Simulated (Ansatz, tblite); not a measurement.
# The cluster SiPt₃: removing and adding an electron

What does removing or adding an electron cost or gain for the cluster SiPt₃? Each charged state is run at several levels.

The runs use Ansatz 0.2.0, Gaussian basis; as each input shows.

Plan: charge +1 doublet, at the geometry of the singlet (PBE0-D4/def2-TZVP, PBE-D4/def2-TZVP, r2SCAN-D4/def2-TZVP); charge -1 doublet, at the geometry of the singlet (PBE0-D4/def2-TZVPD, PBE-D4/def2-TZVPD, r2SCAN-D4/def2-TZVPD); the starting singlet's energies come from earlier runs.

**1. The structure**

The geometry is that of the singlet, from an earlier relaxation (PBE0-D4/def2-SVP). At that level it is the lowest of the isomers that a small search found.

4 atoms, charge 0, spin multiplicity 1.

Atoms are counted from 1 here; the program's logs count them from 0.

Bond lengths: Pt1–Si4 2.323 Å, Pt2–Si4 2.322 Å, Pt3–Si4 2.323 Å. Angles: Pt1–Si4–Pt2 69.0°, Pt1–Si4–Pt3 69.1°, Pt2–Si4–Pt3 69.1°.

As a file:

```
Pt    1.58088   -0.07074    0.00137
Pt   -0.60825    0.04028    1.45980
Pt   -0.65857   -1.12057   -0.90291
Si   -0.31406    1.15102   -0.55827
```

Pt takes a core potential in the def2 sets. No spin-orbit coupling is included.

**2. Charge +1 doublet at the fixed geometry, first pass, PBE0-D4/def2-SVP**

The input, in.yaml:

```yaml
crystal:
  periodic: [false, false, false]
  atoms:
    - {symbol: Pt, position_ang: [1.580880, -0.070740, 0.001370]}
    - {symbol: Pt, position_ang: [-0.608245, 0.040281, 1.459797]}
    - {symbol: Pt, position_ang: [-0.658571, -1.120574, -0.902909]}
    - {symbol: Si, position_ang: [-0.314064, 1.151023, -0.558267]}
basis:
  gaussian: {orbitals: def2-SVP}
total_charge: 1
magnetization: {spin_polarized: true, initial_magnetization: 1}
hamiltonian: {xc: pbe0, dispersion: d4}
output: {orbitals: {seedname: orbitals}}
```

On the command line:

```bash
> ansatz run in.yaml --threads 4 --pin off --events-out ev --progress --plain --max-ram 3916MiB
```

Output:

```text
Functional definition: PBE0
  name "PBE0"
  cite "Adamo & Barone, J. Chem. Phys. 110, 6158 (1999) doi:10.1063/1.478522"
  cite "Perdew, Burke & Ernzerhof, Phys. Rev. Lett. 77, 3865 (1996) doi:10.1103/PhysRevLett.77.3865"
  parent pbe
  parameter a = 0.25
  parameter kappa = 0.804
  parameter beta = 0.06672455060314922
  exchange = (1 - a)*pbe_x(kappa = kappa, mu = beta*pi^2/3) + a*exact_x
  correlation = pbe_c(beta = beta)
1144 factors; integrals over basis functions are off by at most 4.2e-4 eV
mean field evaluation 1: about -17588.7128 eV, gradient 6.0e1 eV
mean field evaluation 2: about -17391.2215 eV, gradient 2.1e2 eV
mean field evaluation 4: about -17597.7290 eV, gradient 4.4e1 eV
mean field evaluation 8: about -17606.7102 eV, gradient 1.9e0 eV
mean field evaluation 16: about -17607.2029 eV, gradient 1.6e-1 eV
mean field evaluation 32: about -17606.6123 eV, gradient 2.8e0 eV
mean field -17607.20575566 eV, -647.0528769278 hartree, gradient 2.6e-5 eV, S^2 0.785545; 6 other end points of the search recorded, 0 dependent functions left out
reference -17607.20579244 eV, -647.0528782793 hartree; 34, 33 occupied and 80, 81 virtual orbitals, 1144 factors
Total energy: -17607.42846018 eV, -647.0610611679 hartree
```

Run time: 13 s. Hardware: 4 threads of Intel Xeon at 2.50GHz, shared host.

HOMO -11.24 eV, LUMO -9.13 eV (over both spins); ⟨S²⟩ 0.786 (pure: 0.75).

**3. Charge +1 doublet at the fixed geometry, PBE0-D4/def2-TZVP**

start.molden holds the orbitals of an earlier run on this state, given as this run's starting guess.

in.yaml, as its differences from that of step 2:

```diff
@@ -8,3 +8,3 @@
 basis:
-  gaussian: {orbitals: def2-SVP}
+  gaussian: {orbitals: def2-TZVP, initial_orbitals: start.molden}
 total_charge: 1
@@ -12,2 +12,3 @@
 hamiltonian: {xc: pbe0, dispersion: d4}
+scf: {omitted_lower_state_checks: [starts]}
 output: {orbitals: {seedname: orbitals}}
```

The command is unchanged.

Output:

```text
Functional definition: PBE0
  name "PBE0"
  cite "Adamo & Barone, J. Chem. Phys. 110, 6158 (1999) doi:10.1063/1.478522"
  cite "Perdew, Burke & Ernzerhof, Phys. Rev. Lett. 77, 3865 (1996) doi:10.1103/PhysRevLett.77.3865"
  parent pbe
  parameter a = 0.25
  parameter kappa = 0.804
  parameter beta = 0.06672455060314922
  exchange = (1 - a)*pbe_x(kappa = kappa, mu = beta*pi^2/3) + a*exact_x
  correlation = pbe_c(beta = beta)
these checks for a lower state are left out or cut short: starts
1510 factors; their error is unknown
mean field evaluation 1: about -17609.6610 eV, gradient 5.1e1 eV
mean field evaluation 2: about -17610.7225 eV, gradient 1.6e0 eV
mean field evaluation 4: about -17610.8731 eV, gradient 1.1e-1 eV
mean field evaluation 8: about -17610.8732 eV, gradient 2.0e-5 eV
mean field -17610.87315436 eV, -647.1876513443 hartree, gradient 2.1e-5 eV, S^2 0.790071; 0 other end points of the search recorded, 0 dependent functions left out
reference -17610.87318489 eV, -647.1876524661 hartree; 34, 33 occupied and 123, 124 virtual orbitals, 1510 factors
Total energy: -17611.09585263 eV, -647.1958353548 hartree
Checks for a lower state left out: starts
```

Wall time 12 s (4 threads of Intel Xeon at 2.50GHz, shared host); peak memory 0.64 GiB.

Report: HOMO -11.14 eV, LUMO -9.00 eV (over both spins); ⟨S²⟩ 0.790 (pure: 0.75).

**4. Charge +1 doublet at the fixed geometry, PBE-D4/def2-TZVP**

in.yaml, as its differences from that of step 3:

```diff
@@ -11,3 +11,3 @@
 magnetization: {spin_polarized: true, initial_magnetization: 1}
-hamiltonian: {xc: pbe0, dispersion: d4}
+hamiltonian: {xc: pbe, dispersion: d4}
 scf: {omitted_lower_state_checks: [starts]}
```

Same command.

Output:

```text
Functional definition: PBE
  name "PBE"
  cite "Perdew, Burke & Ernzerhof, Phys. Rev. Lett. 77, 3865 (1996) doi:10.1103/PhysRevLett.77.3865"
  parent pbe
  parameter kappa = 0.804
  parameter beta = 0.06672455060314922
  exchange = pbe_x(kappa = kappa, mu = beta*pi^2/3)
  correlation = pbe_c(beta = beta)
these checks for a lower state are left out or cut short: starts
1440 factors; their error is unknown
mean field evaluation 1: about -17615.1719 eV, gradient 7.2e0 eV
mean field evaluation 2: about -17615.3819 eV, gradient 2.8e-1 eV
mean field evaluation 4: about -17615.3596 eV, gradient 8.8e-2 eV
mean field evaluation 8: about -17615.3597 eV, gradient 2.1e-5 eV
mean field -17615.35967340 eV, -647.3525278779 hartree, gradient 2.1e-6 eV, S^2 0.757985; 0 other end points of the search recorded, 0 dependent functions left out
reference -17615.35971371 eV, -647.3525293592 hartree; 34, 33 occupied and 123, 124 virtual orbitals, 1440 factors
Total energy: -17615.62344196 eV, -647.3622211936 hartree
Checks for a lower state left out: starts
```

Wall time 7 s (4 threads of Intel Xeon at 2.50GHz, shared host).

HOMO -10.44 eV, LUMO -10.22 eV (over both spins); ⟨S²⟩ 0.758 (pure: 0.75).

**5. Charge +1 doublet at the fixed geometry, r2SCAN-D4/def2-TZVP**

in.yaml, as its differences from that of step 4:

```diff
@@ -11,3 +11,3 @@
 magnetization: {spin_polarized: true, initial_magnetization: 1}
-hamiltonian: {xc: pbe, dispersion: d4}
+hamiltonian: {xc: r2scan, dispersion: d4}
 scf: {omitted_lower_state_checks: [starts]}
```

Launched as before.

Output:

```text
Functional definition: r2SCAN
  name "r2SCAN"
  cite "Furness, Kaplan, Ning, Perdew & Sun, J. Phys. Chem. Lett. 11, 8208 (2020) doi:10.1021/acs.jpclett.0c02405"
  cite "Furness, Kaplan, Ning, Perdew & Sun, J. Phys. Chem. Lett. 11, 9248 (2020) doi:10.1021/acs.jpclett.0c03077"
  parent r2scan
  parameter k0 = 0.174
  parameter k1 = 0.065
  parameter a1 = 4.9479
  exchange = r2scan_x(k0 = k0, k1 = k1, a1 = a1)
  correlation = r2scan_c
these checks for a lower state are left out or cut short: starts
1440 factors; their error is unknown
mean field evaluation 1: about -17618.6838 eV, gradient 4.7e0 eV
mean field evaluation 2: about -17618.7839 eV, gradient 1.6e-1 eV
mean field evaluation 4: about -17618.7609 eV, gradient 1.5e-2 eV
mean field evaluation 8: about -17618.7609 eV, gradient 2.4e-5 eV
mean field -17618.76092018 eV, -647.4775213917 hartree, gradient 2.4e-5 eV, S^2 0.780319; 0 other end points of the search recorded, 0 dependent functions left out
reference -17618.76093724 eV, -647.4775220186 hartree; 34, 33 occupied and 123, 124 virtual orbitals, 1440 factors
Total energy: -17618.80517088 eV, -647.4791475749 hartree
Checks for a lower state left out: starts
```

Wall time 14 s (4 threads of Intel Xeon at 2.50GHz, shared host).

HOMO -10.49 eV, LUMO -9.91 eV (over both spins); ⟨S²⟩ 0.780 (pure: 0.75).

**6. Vertical ionisation energy**

Charged state less starting state, singlet to doublet; the starting state's energies are those of its earlier runs.

```
              level  vertical ionisation energy (eV)   time
   PBE-D4/def2-TZVP                            +7.43  9.9 s
r2SCAN-D4/def2-TZVP                            +7.27   22 s
  PBE0-D4/def2-TZVP                            +7.24   16 s
```

Times add the two runs; a level without a time comes out of a correlated run.

Beside −ε(HOMO) of the starting state:

```
              level  −ε(HOMO) (eV)  by difference (eV)  mismatch (eV)
   PBE-D4/def2-TZVP           4.67                7.43          -2.77
r2SCAN-D4/def2-TZVP           4.66                7.27          -2.60
  PBE0-D4/def2-TZVP           5.48                7.24          -1.75
```

**7. Charge -1 doublet at the fixed geometry, first pass, PBE0-D4/def2-SVP**

in.yaml, as its differences from that of step 5:

```diff
@@ -8,7 +8,6 @@
 basis:
-  gaussian: {orbitals: def2-TZVP, initial_orbitals: start.molden}
-total_charge: 1
+  gaussian: {orbitals: def2-SVP}
+total_charge: -1
 magnetization: {spin_polarized: true, initial_magnetization: 1}
-hamiltonian: {xc: r2scan, dispersion: d4}
-scf: {omitted_lower_state_checks: [starts]}
+hamiltonian: {xc: pbe0, dispersion: d4}
 output: {orbitals: {seedname: orbitals}}
```

Launched as before.

Output, shortened:

```text
Functional definition: PBE0
  name "PBE0"
  cite "Adamo & Barone, J. Chem. Phys. 110, 6158 (1999) doi:10.1063/1.478522"
  cite "Perdew, Burke & Ernzerhof, Phys. Rev. Lett. 77, 3865 (1996) doi:10.1103/PhysRevLett.77.3865"
  parent pbe
[...]
1144 factors; integrals over basis functions are off by at most 4.2e-4 eV
[...]
mean field -17616.73388110 eV, -647.4030290791 hartree, gradient 1.6e-5 eV, S^2 1.622035; 12 other end points of the search recorded, 0 dependent functions left out
reference -17616.73390661 eV, -647.4030300168 hartree; 35, 34 occupied and 79, 80 virtual orbitals, 1144 factors
Total energy: -17616.99150261 eV, -647.4124964951 hartree
```

Run time: 46 s. Hardware: 4 threads of Intel Xeon at 2.50GHz, shared host; peak memory 0.56 GiB.

HOMO -0.78 eV, LUMO 1.41 eV (over both spins); ⟨S²⟩ 1.622 (pure: 0.75). Doubts: spin contamination.

**8. Charge -1 doublet at the fixed geometry, PBE0-D4/def2-TZVPD**

in.yaml, as its differences from that of step 7:

```diff
@@ -8,3 +8,3 @@
 basis:
-  gaussian: {orbitals: def2-SVP}
+  gaussian: {orbitals: def2-TZVPD, initial_orbitals: start.molden}
 total_charge: -1
@@ -12,2 +12,3 @@
 hamiltonian: {xc: pbe0, dispersion: d4}
+scf: {omitted_lower_state_checks: [starts]}
 output: {orbitals: {seedname: orbitals}}
```

Same command.

Output:

```text
Functional definition: PBE0
  name "PBE0"
  cite "Adamo & Barone, J. Chem. Phys. 110, 6158 (1999) doi:10.1063/1.478522"
  cite "Perdew, Burke & Ernzerhof, Phys. Rev. Lett. 77, 3865 (1996) doi:10.1103/PhysRevLett.77.3865"
  parent pbe
  parameter a = 0.25
  parameter kappa = 0.804
  parameter beta = 0.06672455060314922
  exchange = (1 - a)*pbe_x(kappa = kappa, mu = beta*pi^2/3) + a*exact_x
  correlation = pbe_c(beta = beta)
these checks for a lower state are left out or cut short: starts
1532 factors; their error is unknown
mean field evaluation 1: about -17619.1844 eV, gradient 5.1e1 eV
mean field evaluation 2: about -17620.2105 eV, gradient 1.6e0 eV
mean field evaluation 4: about -17620.3581 eV, gradient 9.7e-2 eV
mean field evaluation 8: about -17620.3582 eV, gradient 2.1e-5 eV
mean field -17620.35820259 eV, -647.5362204376 hartree, gradient 2.1e-5 eV, S^2 1.651854; 0 other end points of the search recorded, 0 dependent functions left out
reference -17620.35824196 eV, -647.5362218843 hartree; 35, 34 occupied and 137, 138 virtual orbitals, 1532 factors
Total energy: -17620.61583796 eV, -647.5456883626 hartree
Checks for a lower state left out: starts
```

It took 14 s on 4 threads of Intel Xeon at 2.50GHz, shared host; peak memory 0.71 GiB.

From the report: HOMO -0.86 eV, LUMO 1.35 eV (over both spins); ⟨S²⟩ 1.652 (pure: 0.75). Doubts: spin contamination.

**9. Charge -1 doublet at the fixed geometry, PBE-D4/def2-TZVPD**

in.yaml, as its differences from that of step 8:

```diff
@@ -11,3 +11,3 @@
 magnetization: {spin_polarized: true, initial_magnetization: 1}
-hamiltonian: {xc: pbe0, dispersion: d4}
+hamiltonian: {xc: pbe, dispersion: d4}
 scf: {omitted_lower_state_checks: [starts]}
```

Launched as before.

Output:

```text
Functional definition: PBE
  name "PBE"
  cite "Perdew, Burke & Ernzerhof, Phys. Rev. Lett. 77, 3865 (1996) doi:10.1103/PhysRevLett.77.3865"
  parent pbe
  parameter kappa = 0.804
  parameter beta = 0.06672455060314922
  exchange = pbe_x(kappa = kappa, mu = beta*pi^2/3)
  correlation = pbe_c(beta = beta)
these checks for a lower state are left out or cut short: starts
1406 factors; their error is unknown
mean field evaluation 1: about -17624.9025 eV, gradient 7.1e0 eV
mean field evaluation 2: about -17625.0950 eV, gradient 2.6e-1 eV
mean field evaluation 4: about -17625.0969 eV, gradient 4.0e-2 eV
mean field evaluation 8: about -17625.0969 eV, gradient 1.6e-5 eV
mean field -17625.09693734 eV, -647.7103657276 hartree, gradient 1.6e-5 eV, S^2 1.617772; 0 other end points of the search recorded, 0 dependent functions left out
reference -17625.09698793 eV, -647.7103675865 hartree; 35, 34 occupied and 137, 138 virtual orbitals, 1406 factors
Total energy: -17625.40207981 eV, -647.7215795065 hartree
Checks for a lower state left out: starts
```

It took 7 s on 4 threads of Intel Xeon at 2.50GHz, shared host.

From the report: HOMO -0.23 eV, LUMO 0.34 eV (over both spins); ⟨S²⟩ 1.618 (pure: 0.75). Doubts: spin contamination.

**10. Charge -1 doublet at the fixed geometry, r2SCAN-D4/def2-TZVPD**

in.yaml, as its differences from that of step 9:

```diff
@@ -11,3 +11,3 @@
 magnetization: {spin_polarized: true, initial_magnetization: 1}
-hamiltonian: {xc: pbe, dispersion: d4}
+hamiltonian: {xc: r2scan, dispersion: d4}
 scf: {omitted_lower_state_checks: [starts]}
```

Launched as before.

Output:

```text
Functional definition: r2SCAN
  name "r2SCAN"
  cite "Furness, Kaplan, Ning, Perdew & Sun, J. Phys. Chem. Lett. 11, 8208 (2020) doi:10.1021/acs.jpclett.0c02405"
  cite "Furness, Kaplan, Ning, Perdew & Sun, J. Phys. Chem. Lett. 11, 9248 (2020) doi:10.1021/acs.jpclett.0c03077"
  parent r2scan
  parameter k0 = 0.174
  parameter k1 = 0.065
  parameter a1 = 4.9479
  exchange = r2scan_x(k0 = k0, k1 = k1, a1 = a1)
  correlation = r2scan_c
these checks for a lower state are left out or cut short: starts
1406 factors; their error is unknown
mean field evaluation 1: about -17628.4903 eV, gradient 4.7e0 eV
mean field evaluation 2: about -17628.6041 eV, gradient 2.1e-1 eV
mean field evaluation 4: about -17628.6090 eV, gradient 1.2e-1 eV
mean field evaluation 8: about -17628.6090 eV, gradient 2.5e-5 eV
mean field -17628.60897975 eV, -647.8394309053 hartree, gradient 2.5e-5 eV, S^2 1.716134; 0 other end points of the search recorded, 0 dependent functions left out
reference -17628.60903914 eV, -647.8394330881 hartree; 35, 34 occupied and 137, 138 virtual orbitals, 1406 factors
Total energy: -17628.66020538 eV, -647.8413134125 hartree
Checks for a lower state left out: starts
```

Wall time 15 s (4 threads of Intel Xeon at 2.50GHz, shared host).

HOMO -0.56 eV, LUMO 0.61 eV (over both spins); ⟨S²⟩ 1.716 (pure: 0.75). Doubts: spin contamination.

**11. Vertical electron affinity**

Starting state less charged state (positive: the electron is bound), singlet to doublet; the starting state's energies are those of its earlier runs.

```
                level  vertical electron affinity (eV)  time
   PBE-D4/def2-TZVPD†                            +2.33  11 s
r2SCAN-D4/def2-TZVPD†                            +2.57  23 s
  PBE0-D4/def2-TZVPD†                            +2.27  20 s
```

Times add the two runs; a level without a time comes out of a correlated run. † marks a level with a doubtful state (flagged, unstable, out of aufbau order, or strongly spin-contaminated); such levels are left out of the summary.

**12. Summary of results**

| quantity | value |
| --- | --- |
| vertical ionisation energy, functionals in def2-TZVP | 7.24 (PBE0-D4) to 7.43 eV (PBE-D4) |

The vertical ionisation energy spans 7.24 to 7.43 eV over the functionals. −ε(HOMO) misses the level's own difference by -1.75 eV at best (PBE0-D4) and -2.77 eV at worst (PBE-D4). The charged states' spins were chosen beforehand and needn't be their lowest.
